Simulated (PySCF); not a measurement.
Consider 1,2-pentadiene, `C=C=CCC` (C5H8). Atom numbers as in the mapped SMILES `[CH2:1]=[C:2]=[CH:3][CH2:4][CH3:5]`.

Computed at ωB97X-D3(BJ)/ma-def2-TZVP // PBE0-D3(BJ)/def2-SVP with PySCF (density fitting, grid level 2). Thermal corrections: PBE0-D3(BJ)/def2-SVP frequencies, unscaled, ideal gas at 298.15 K and 1 bar, quasi-RRHO entropy.

Problem. What are the vertical and the adiabatic ionisation energy for forming the radical cation?

Solution. 9.39 eV vertical and 8.92 eV adiabatic, the latter with zero-point energy.

Problem. Where does the unpaired spin of the relaxed radical cation sit?

Solution. C3 (alkene carbon) 0.34, C2 (alkene carbon) 0.29, C1 (alkene carbon) 0.23 (intrinsic atomic orbital populations).

Problem. What oxidation potential follows in DMSO (IEF-PCM), given that Fc+/Fc comes at 4.53 V absolute with this functional and basis?

Solution. In the gas phase ΔG of oxidation is 8.898 eV, and solvation is -9.2 kJ/mol for the parent and -235.8 kJ/mol for the product, so the absolute potential is 6.55 V, or 2.02 V against Fc+/Fc. Fc+/Fc in DMSO, 4.53 V, is ωB97X-D3(BJ)/ma-def2-TZVP on PBE0-D3(BJ)/def2-SVP structures with GFN2-xTB thermal terms. Benchmark calculations put it near 5.0 V in acetonitrile and DMSO, so it is about 0.5 V low, and the value against it can read up to that much too high. The solvent is electrostatics only, on gas-phase structures; the absolute scale refers to an electron at rest in vacuum.

Problem. How far is −ε(HOMO) from the vertical value by ΔSCF?

Solution. −ε(HOMO) = 9.60 eV, which is 0.20 eV above the ΔSCF value.

Differences come from unrounded values, so a last digit can differ from that of the printed terms.
